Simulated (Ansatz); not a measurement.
**B2H2 (singlet): the correlation ladder at distance B1–H3 = 1.677 Å, 6-31G**

An exercise on one series of results from a longer session: the logs are not shown, and one member is left open.

Method: 6-31G, core rule «outside noble gas», up to 2 orbitals frozen; program: Ansatz 0.2.0, Gaussian basis.

Plan: UHF; CCSD(T) on RHF; CCSD(T) on UHF; BCCD(T) on RHF; CISD; CCSDT(Q) on RHF; CCSDT(Q) on UHF; CCSDTQ on RHF; CASSCF and MRCISD+Q, 2 electrons in 2 orbitals; CASSCF and NEVPT2, 2 electrons in 2 orbitals; CASSCF and MRCISD+Q, 8 electrons in 10 orbitals; CASSCF and NEVPT2, 8 electrons in 10 orbitals; Full CI.

18 further runs of the same task are left out: 17 that didn't finish, 1 set aside as unsound or not needed.

## The system

The geometry derives from a PBE0/def2-TZVP stationary point (not a proven minimum). One bond is set to the value named and the two fragments are kept rigid.

4 atoms, charge 0, spin multiplicity 1.

Atoms are counted from 1 here; the program's logs count them from 0.

Bond lengths: B1–B2 1.762 Å, B1–H4 1.199 Å. Angles: B2–B1–H4 121.3°.

Geometry (Å):

```xyz
4
B2H2
B     0.00000   -0.01741    0.74230
B     0.00000   -0.01741   -1.02017
H     0.00000    1.41492    1.61451
H     0.00000   -1.04140    1.36585
```

The first run:

Input file in.yaml:

```yaml
crystal:
  periodic: [false, false, false]
  atoms:
    - {symbol: B, position_ang: [0.000000, -0.017412, 0.742298]}
    - {symbol: B, position_ang: [0.000000, -0.017412, -1.020166]}
    - {symbol: H, position_ang: [0.000000, 1.414917, 1.614515]}
    - {symbol: H, position_ang: [0.000000, -1.041397, 1.365854]}
basis:
  gaussian: {orbitals: 6-31G}
magnetization: {spin_polarized: true, initial_magnetization: 0}
hamiltonian: {xc: hf}
output: {orbitals: {seedname: orbitals}}
```

On the command line:

```sh
ansatz run in.yaml --threads 1 --pin off --events-out ev --progress --plain --max-ram 2393MiB
```

Steps of the session up to this table: UHF; CCSD(T) on RHF; CCSD(T) on UHF; BCCD(T) on RHF; CISD; CCSDT(Q) on RHF; CCSDT(Q) on UHF; CCSDTQ on RHF; CASSCF and MRCISD+Q, 2 electrons in 2 orbitals; CASSCF and NEVPT2, 2 electrons in 2 orbitals; CASSCF and MRCISD+Q, 8 electrons in 10 orbitals; CASSCF and NEVPT2, 8 electrons in 10 orbitals; Full CI.

One of the session's tables, all rows but one given; the rest of the session is left out.

```
          method  from FCI (kJ/mol)
             RHF                  ?
            RMP2             +115.9
            CISD              +35.6
           RCCSD              +10.5
        RCCSD(T)               +3.1
         BCCD(T)               +3.1
          RCCSDT               +0.6
       RCCSDT(Q)               +0.3
         RCCSDTQ                0.0
     CASSCF pair             +277.8
     NEVPT2 pair              +94.5
     MRCISD pair              +23.5
   MRCISD+Q pair               -2.0
  CASSCF valence              +78.2
  NEVPT2 valence              +21.7
  MRCISD valence               +1.8
MRCISD+Q valence               +0.4
             FCI                  0
```

**Question.** Estimate the row for RHF.

**Answer.** from FCI (kJ/mol): +345.4. In the column «from FCI (kJ/mol)» it is the highest.

Left out of the table: UHF, UMP2, UCCSD, UCCSD(T), UCCSDT, UCCSDT(Q) (another determinant or state than the rows shown).

Limits of these values: MRCISD+Q pair falls below full CI: the +Q correction isn't variational, and the cores differ from full CI's.
